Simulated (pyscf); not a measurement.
Br–SiH•–Br + H₂ -> Br–SiH₂–Br + H•, a hydrogen abstraction (doublet surface; H–H broken, H–Si formed). Single points on ωB97X-D3(BJ)/def2-SVP structures (PySCF, gas phase). Energies in kcal/mol from the separated reactants.

Small-basis levels: PySCF, no dispersion term, spherical d functions. AM1 to PM7: differences of heats of formation from MOPAC, which are fitted to 298 K values and so differ in kind from electronic energies by zero-point and thermal terms. GFN2-xTB: tblite. Open shells are spin-unrestricted. 

```
level                   barrier  reaction energy
----------------------  -------  ---------------
HF/STO-3G                  28.4            +16.2
SVWN5/6-31G*+LANL2DZ          ?            +17.7
BP86/6-31G*+LANL2DZ        19.9            +21.6
B3LYP/STO-3G               25.9            +28.6
B3LYP/LANL2DZ              22.5            +22.7
B3LYP/6-31G*+LANL2DZ       20.1            +19.0
B3LYP/def2-SVP             17.5            +17.3
GFN2-xTB                   -2.7             -9.6
AM1                           ?            +43.3
ωB97M-D3(BJ)/def2-TZVP        ?            +13.7
```

Problem. What belongs in the gaps?

Solution. 
- SVWN5/6-31G*+LANL2DZ, barrier: 12.1
- AM1, barrier: 37.5
- ωB97M-D3(BJ)/def2-TZVP, barrier: 18.1

Against the last row the barrier runs from -20.8 (GFN2-xTB) to +19.3 kcal/mol (AM1). At SVWN5/6-31G*+LANL2DZ, BP86/6-31G*+LANL2DZ, B3LYP/STO-3G, B3LYP/LANL2DZ, GFN2-xTB, AM1 this geometry lies under one side, so the entry may be no barrier of that level: it is a single point on another level's saddle. ωB97M-D3(BJ)/def2-TZVP has limits of its own. One saddle was located; it need not be the lowest between these sides. The angle at the transferred H is 178°. In the def2 sets elements up to Kr have no core potential.
